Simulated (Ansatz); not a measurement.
The inner images of a band of CH5B + H2 (9 atoms, charge 0, multiplicity 1) are given out of order.

Theory: Ansatz 0.2.0, RKS PBE0-D4/def2-SVP.

First end point:

```xyz
9
Properties=species:S:1:pos:R:3
B -0.009 -0.282 0.420
C -0.001 0.208 1.935
H -0.948 0.030 2.467
H 0.820 -0.212 2.538
H 0.150 1.300 1.925
H 1.031 -0.307 -0.217
H -0.958 -0.011 -0.296
H -0.625 -1.585 0.364
H 0.191 -1.713 0.416
```

Last end point:

```xyz
9
Properties=species:S:1:pos:R:3
B -0.127 -0.618 -0.348
C 0.035 0.002 2.222
H -0.931 0.127 2.728
H 0.821 -0.259 2.943
H 0.305 0.925 1.699
H 0.978 -0.178 -0.549
H -1.091 0.104 -0.427
H -0.283 -1.812 -0.246
H -0.057 -0.862 1.530
```

Task: Put them in order from the first end to the last, with their energies above the first end.
A.
```xyz
9
Properties=species:S:1:pos:R:3
B -0.091 -0.585 -0.234
C 0.007 -0.012 2.151
H -0.923 0.053 2.729
H 0.861 -0.267 2.791
H 0.196 0.936 1.638
H 1.033 -0.183 -0.413
H -1.035 0.150 -0.390
H -0.282 -1.780 -0.182
H -0.118 -0.884 1.462
```
B.
```xyz
9
Properties=species:S:1:pos:R:3
B -0.028 -0.295 0.300
C 0.004 0.130 1.885
H -0.948 -0.017 2.422
H 0.810 -0.325 2.484
H 0.199 1.206 1.831
H 1.046 -0.237 -0.258
H -1.033 0.046 -0.286
H -0.216 -1.670 0.172
H -0.184 -1.410 1.002
```
C.
```xyz
9
Properties=species:S:1:pos:R:3
B -0.071 -0.535 -0.079
C -0.005 -0.020 2.056
H -0.950 -0.001 2.609
H 0.844 -0.320 2.681
H 0.190 0.960 1.613
H 1.048 -0.152 -0.317
H -1.033 0.157 -0.310
H -0.250 -1.737 -0.076
H -0.123 -0.924 1.376
```
D.
```xyz
9
Properties=species:S:1:pos:R:3
B -0.010 -0.256 0.369
C 0.011 0.190 1.908
H -0.936 0.021 2.442
H 0.830 -0.249 2.499
H 0.184 1.279 1.897
H 1.035 -0.247 -0.248
H -1.015 0.005 -0.267
H -0.345 -1.674 0.090
H -0.104 -1.641 0.862
```
E.
```xyz
9
Properties=species:S:1:pos:R:3
B -0.036 -0.383 0.187
C -0.012 0.046 1.898
H -0.964 -0.050 2.438
H 0.805 -0.356 2.516
H 0.186 1.114 1.747
H 1.070 -0.199 -0.254
H -1.040 0.085 -0.286
H -0.208 -1.654 0.145
H -0.152 -1.175 1.163
```
F.
```xyz
9
Properties=species:S:1:pos:R:3
B 0.012 -0.273 0.403
C 0.009 0.203 1.925
H -0.939 0.016 2.454
H 0.831 -0.217 2.524
H 0.158 1.296 1.917
H 1.039 -0.254 -0.244
H -0.985 -0.031 -0.265
H -0.550 -1.591 0.164
H 0.075 -1.722 0.675
```
G.
```xyz
9
Properties=species:S:1:pos:R:3
B -0.054 -0.465 0.066
C -0.012 -0.008 1.959
H -0.963 -0.048 2.500
H 0.824 -0.361 2.572
H 0.187 1.031 1.673
H 1.064 -0.162 -0.268
H -1.041 0.132 -0.281
H -0.225 -1.683 0.042
H -0.131 -1.008 1.290
```

Result: F (+0.7 kcal/mol), D (+2.0 kcal/mol), B (+5.5 kcal/mol), E (+12.1 kcal/mol), G (+6.5 kcal/mol), C (+1.4 kcal/mol), A (0.0 kcal/mol).

Run time: 2 min on 1 thread of Arm Neoverse V1, with other jobs on the host, peak memory 0.11 GiB.
